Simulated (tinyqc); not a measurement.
Hueckel theory of the pi electrons with the omega technique, for the molecule C=CC=C([CH2+])N (SMILES; centres numbered as the heavy atoms are written), step by step. Computed by tinyqc, a small Python program that keeps every step. Settings: charge = 1, omega = 0.6, damping = 0. Command: `OMP_NUM_THREADS=1 python tinyqc.py 20454 20455 out.jsonl` (the two numbers bound the seeds that draw the settings). One thread of a shared host (Intel(R) Xeon(R) Processor @ 2.60GHz), about 0.01 s of CPU time with the checks.

## The Hueckel matrix

Centres:
```
centre  z_r, pi electrons of the neutral centre         h
1C                                            1  0.000000
2C                                            1  0.000000
3C                                            1  0.000000
4C                                            1  0.000000
5C                                            1  0.000000
6N                                            2  1.500000
```

Bonds:
```
i  j         k
1  2         1
2  3         1
3  4         1
4  5         1
4  6  0.800000
```

H_rr = alpha + h_r beta, H_rs = k_rs beta for bonded centres.

Hueckel matrix in units of beta (H = alpha + beta A), order 1C, 2C, 3C, 4C, 5C, 6N:
$$\begin{pmatrix}
0.000000 & 1.000000 & 0.000000 & 0.000000 & 0.000000 & 0.000000 \\
1.000000 & 0.000000 & 1.000000 & 0.000000 & 0.000000 & 0.000000 \\
0.000000 & 1.000000 & 0.000000 & 1.000000 & 0.000000 & 0.000000 \\
0.000000 & 0.000000 & 1.000000 & 0.000000 & 1.000000 & 0.800000 \\
0.000000 & 0.000000 & 0.000000 & 1.000000 & 0.000000 & 0.000000 \\
0.000000 & 0.000000 & 0.000000 & 0.800000 & 0.000000 & 1.500000
\end{pmatrix}$$

## Orbitals, round 1

pi electrons, sum of z_r less the charge = 6

Diagonalise; E = alpha + x beta with beta < 0, so the largest x are filled first; degenerate levels share their electrons. P = sum n_i c_ri c_si; each orbital has its largest coefficient positive (the first on a tie).

x values: [2.132877, 1.437805, 0.775152, 0.000000, -1.060078, -1.785756]

occupations: [2.000000, 2.000000, 2.000000, 0.000000, 0.000000, 0.000000]

coefficients, order 1C, 2C, 3C, 4C, 5C, 6N:
$$\begin{pmatrix}
0.099287 & 0.416354 & -0.397565 & 0.577350 & -0.509387 & 0.256759 \\
0.211767 & 0.598636 & -0.308173 & 0.000000 & 0.539990 & -0.458508 \\
0.352387 & 0.444368 & 0.158684 & -0.577350 & -0.063044 & 0.562025 \\
0.539830 & 0.040278 & 0.431178 & 0.000000 & -0.473158 & -0.545132 \\
0.253099 & 0.028014 & 0.556249 & 0.577350 & 0.446343 & 0.305267 \\
0.682382 & -0.518087 & -0.475882 & 0.000000 & 0.147857 & 0.132726
\end{pmatrix}$$

charge and bond-order matrix P, order 1C, 2C, 3C, 4C, 5C, 6N:
$$\begin{pmatrix}
0.682534 & 0.785579 & 0.313829 & -0.202106 & -0.368704 & 0.082476 \\
0.785579 & 0.996363 & 0.583473 & 0.011106 & -0.202106 & -0.037971 \\
0.313829 & 0.583473 & 0.693639 & 0.553096 & 0.379810 & -0.130548 \\
-0.202106 & 0.011106 & 0.553096 & 0.957906 & 0.755202 & 0.284626 \\
-0.368704 & -0.202106 & 0.379810 & 0.755202 & 0.748514 & -0.213024 \\
0.082476 & -0.037971 & -0.130548 & 0.284626 & -0.213024 & 1.921044
\end{pmatrix}$$

## Omega technique, round 1

h_r = h_r(0) + omega q_r, omega = 0.6, with q_r = z_r - P_rr.

matrix after round 1, order 1C, 2C, 3C, 4C, 5C, 6N:
$$\begin{pmatrix}
0.190480 & 1.000000 & 0.000000 & 0.000000 & 0.000000 & 0.000000 \\
1.000000 & 0.002182 & 1.000000 & 0.000000 & 0.000000 & 0.000000 \\
0.000000 & 1.000000 & 0.183816 & 1.000000 & 0.000000 & 0.000000 \\
0.000000 & 0.000000 & 1.000000 & 0.025257 & 1.000000 & 0.800000 \\
0.000000 & 0.000000 & 0.000000 & 1.000000 & 0.150891 & 0.000000 \\
0.000000 & 0.000000 & 0.000000 & 0.800000 & 0.000000 & 1.547374
\end{pmatrix}$$

## Orbitals, round 2

As before.

x values: [2.198318, 1.522200, 0.874593, 0.174928, -0.975800, -1.694240]

occupations: [2.000000, 2.000000, 2.000000, 0.000000, 0.000000, 0.000000]

coefficients, order 1C, 2C, 3C, 4C, 5C, 6N:
$$\begin{pmatrix}
0.110701 & 0.431557 & -0.421202 & 0.573327 & -0.483340 & -0.248538 \\
0.222271 & 0.574713 & -0.288150 & -0.008916 & 0.563709 & 0.468425 \\
0.377435 & 0.442018 & 0.169817 & -0.574867 & -0.067958 & -0.546108 \\
0.538073 & 0.016876 & 0.405455 & 0.014026 & -0.484904 & 0.557198 \\
0.262805 & 0.012307 & 0.560252 & 0.583507 & 0.430379 & -0.301983 \\
0.661283 & -0.536327 & -0.482125 & -0.008176 & 0.153744 & -0.137511
\end{pmatrix}$$

charge and bond-order matrix P, order 1C, 2C, 3C, 4C, 5C, 6N:
$$\begin{pmatrix}
0.751815 & 0.787993 & 0.322023 & -0.207860 & -0.403150 & 0.089643 \\
0.787993 & 0.925460 & 0.577987 & 0.024930 & -0.191900 & -0.044653 \\
0.322023 & 0.577987 & 0.733350 & 0.558801 & 0.399543 & -0.138696 \\
-0.207860 & 0.024930 & 0.558801 & 0.908403 & 0.737546 & 0.302574 \\
-0.403150 & -0.191900 & 0.399543 & 0.737546 & 0.766199 & -0.205848 \\
0.089643 & -0.044653 & -0.138696 & 0.302574 & -0.205848 & 1.914773
\end{pmatrix}$$

## Omega technique, round 2

As before.

matrix after round 2, order 1C, 2C, 3C, 4C, 5C, 6N:
$$\begin{pmatrix}
0.148911 & 1.000000 & 0.000000 & 0.000000 & 0.000000 & 0.000000 \\
1.000000 & 0.044724 & 1.000000 & 0.000000 & 0.000000 & 0.000000 \\
0.000000 & 1.000000 & 0.159990 & 1.000000 & 0.000000 & 0.000000 \\
0.000000 & 0.000000 & 1.000000 & 0.054958 & 1.000000 & 0.800000 \\
0.000000 & 0.000000 & 0.000000 & 1.000000 & 0.140280 & 0.000000 \\
0.000000 & 0.000000 & 0.000000 & 0.800000 & 0.000000 & 1.551136
\end{pmatrix}$$

## Convergence

Each round sets h_r = h_r(0) + omega (z_r - P_rr), keeping the share named as damping of the old diagonal; repeat until output and input diagonals agree to 1e-6.

Rounds:
```
round   sum n x  largest |h(out) - h(in)|
1      8.691668                  1.90e-01
2      9.190224                  4.25e-02
3      9.208718                  2.18e-02
4      9.201843                  1.20e-02
5      9.204488                  7.04e-03
6      9.203358                  4.33e-03
7      9.203848                  2.81e-03
8      9.203611                  2.07e-03
9      9.203730                  1.50e-03
10     9.203662                  1.07e-03
11     9.203702                  7.63e-04
12     9.203677                  5.41e-04
13     9.203694                  3.82e-04
14     9.203682                  2.70e-04
15     9.203690                  1.91e-04
16     9.203684                  1.34e-04
17     9.203688                  9.48e-05
18     9.203686                  6.69e-05
19     9.203687                  4.71e-05
20     9.203686                  3.32e-05
21     9.203687                  2.34e-05
22     9.203686                  1.65e-05
23     9.203687                  1.16e-05
24     9.203687                  8.21e-06
25     9.203687                  5.79e-06
26     9.203687                  4.08e-06
27     9.203687                  2.88e-06
28     9.203687                  2.03e-06
29     9.203687                  1.43e-06
30     9.203687                  1.01e-06
31     9.203687                  7.11e-07
```

Converged in 31 rounds.

## Energy, charges, bond orders

final x values: [2.204047, 1.524656, 0.873141, 0.156568, -0.969578, -1.688834]

occupations: [2.000000, 2.000000, 2.000000, 0.000000, 0.000000, 0.000000]

final P, order 1C, 2C, 3C, 4C, 5C, 6N:
$$\begin{pmatrix}
0.728151 & 0.786131 & 0.320767 & -0.205548 & -0.394062 & 0.087578 \\
0.786131 & 0.946112 & 0.581465 & 0.020584 & -0.196790 & -0.042926 \\
0.320767 & 0.581465 & 0.723569 & 0.556189 & 0.393285 & -0.136283 \\
-0.205548 & 0.020584 & 0.556189 & 0.921268 & 0.743157 & 0.299164 \\
-0.394062 & -0.196790 & 0.393285 & 0.743157 & 0.765194 & -0.209522 \\
0.087578 & -0.042926 & -0.136283 & 0.299164 & -0.209522 & 1.915705
\end{pmatrix}$$

E = sum n x; q_r = z_r - P_rr; bond order p = P_rs; free valence = sqrt(3) - sum of p over the bonds of the atom.

pi energy = 6 alpha + this times beta = 9.203687

pi charges: 1C 0.271849, 2C 0.053888, 3C 0.276431, 4C 0.078732, 5C 0.234806, 6N 0.084295

Bond orders and lengths from R = 1.517 - 0.180 p (angstrom, C-C alone):
```
bond         p         R
1-2   0.786131  1.375496
2-3   0.581465  1.412336
3-4   0.556189  1.416886
4-5   0.743157  1.383232
4-6   0.299164         -
```

free valence of the carbons: 1C 0.945920, 2C 0.364455, 3C 0.594396, 4C 0.133541, 5C 0.988894

gap between the highest filled and the next level = 0.716572 |beta|
